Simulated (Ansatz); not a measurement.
# C3H7FO: the cost of one run

Program: Ansatz 0.2.0, Gaussian basis. Level of theory: the settings change from run to run. These are calculated values, not measurements.

## 1. The relaxed structure

The geometry comes from an earlier relaxation with PBE0-D4 in a triple-zeta def2 set; it is a stationary point, not always the lowest conformer.

SMILES `CC(C)(O)F`, 12 atoms, charge 0, spin multiplicity 1.

Atoms are counted from 1 here; the program's logs count them from 0.

Bond lengths: C1–C2 1.513 Å, C1–H6 1.090 Å, C1–H7 1.093 Å, C1–H8 1.091 Å, C2–C3 1.507 Å, C2–O4 1.382 Å, C2–F5 1.401 Å, C3–H9 1.090 Å, C3–H10 1.090 Å, C3–H11 1.090 Å, O4–H12 0.962 Å. Angles: C2–C1–H6 110.6°, C2–C1–H7 109.9°, C2–C1–H8 110.1°, H6–C1–H7 108.2°, H6–C1–H8 109.1°, H7–C1–H8 109.0°, C1–C2–C3 114.3°, C1–C2–O4 112.4°, C1–C2–F5 106.4°, C3–C2–O4 107.7°, C3–C2–F5 107.6°, O4–C2–F5 108.1°, C2–C3–H9 110.1°, C2–C3–H10 109.2°, C2–C3–H11 110.1°, H9–C3–H10 109.2°, H9–C3–H11 109.3°, H10–C3–H11 108.9° and more.

## 2. r2SCAN/aug-pcseg-2

This run has unrestricted orbitals, rVV10 dispersion, high accuracy.

Contents of in.yaml:

```yaml
crystal:
  periodic: [false, false, false]
  atoms:
    - {symbol: C, position_ang: [-1.200907, 0.364242, -0.222499]}
    - {symbol: C, position_ang: [0.295589, 0.145414, -0.246605]}
    - {symbol: C, position_ang: [0.855801, -0.456895, 1.016212]}
    - {symbol: O, position_ang: [0.695829, -0.648110, -1.305519]}
    - {symbol: F, position_ang: [0.877236, 1.409424, -0.405985]}
    - {symbol: H, position_ang: [-1.479090, 1.019333, 0.603541]}
    - {symbol: H, position_ang: [-1.522953, 0.835824, -1.154579]}
    - {symbol: H, position_ang: [-1.717212, -0.590059, -0.110966]}
    - {symbol: H, position_ang: [0.634831, 0.186585, 1.867628]}
    - {symbol: H, position_ang: [1.936229, -0.560179, 0.914688]}
    - {symbol: H, position_ang: [0.420482, -1.441937, 1.187152]}
    - {symbol: H, position_ang: [0.281266, -0.318842, -2.109269]}
basis:
  gaussian: {orbitals: aug-pcseg-2}
magnetization: {spin_polarized: true, initial_magnetization: 0}
hamiltonian: {xc: {name: r2SCAN}, dispersion: rvv10}
accuracy: high
output: {forces: true}
```

Started as:

```console
> ansatz run in.yaml --threads 4 --pin off --events-out ev --progress --plain --max-ram 10444MiB
```

Q: Estimate wall time and peak memory on 4 threads of Arm Neoverse V1, shared host.

About 2.3 min, with a peak of 5.8 GiB.
